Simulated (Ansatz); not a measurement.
Reaction: C3H8O (SMILES CCOC) → C2H5O (SMILES [CH2]OC, doublet) + CH3 (SMILES [CH3], doublet) (the C-C bond breaks)
Each species at its own B3LYP-D3(BJ)/def2-TZVP minimum (Ansatz, a program for electronic structure), one conformer.

Wanted: bond dissociation energy (electronic), in kcal/mol. Radicals and triplets start from unrestricted determinants; spin-orbit coupling is neglected. CBS(X,Y): correlation extrapolated as X^-3, Hartree-Fock from the larger set. A bracket is a step between two methods taken in the basis named. The functionals are non-relativistic, so their misses hold any scalar relativity. 'core' is core correlation in cc-pwCVTZ, 'X2C' scalar relativity in cc-pVTZ-DK, both at CCSD(T).

CCSD(T)/CBS(cc-pVTZ,cc-pVQZ) + [CCSDT(Q) - CCSD(T)]/cc-pVDZ + core + X2C (Ansatz) gives 93.8 kcal/mol.

Q: How far off this value is PBE/def2-TZVPD (Ansatz), in which direction, and which of these levels come nearer: r2SCAN/def2-TZVPD, B3LYP/def2-TZVPD, PBE0/def2-TZVPD, wB97M-V/def2-TZVPD, CCSD(T)/CBS(cc-pVTZ,cc-pVQZ) + core + X2C?

A: PBE gives 89.8 kcal/mol, 4.0 kcal/mol below it. Differences of the others: r2SCAN/def2-TZVPD (Ansatz) -8.9; B3LYP/def2-TZVPD (Ansatz) -8.1; PBE0/def2-TZVPD (Ansatz) -4.1; wB97M-V/def2-TZVPD (Ansatz) -0.5; CCSD(T)/CBS(cc-pVTZ,cc-pVQZ) + core + X2C (Ansatz) 0.1 kcal/mol. Nearer than PBE: wB97M-V/def2-TZVPD, CCSD(T)/CBS(cc-pVTZ,cc-pVQZ) + core + X2C.
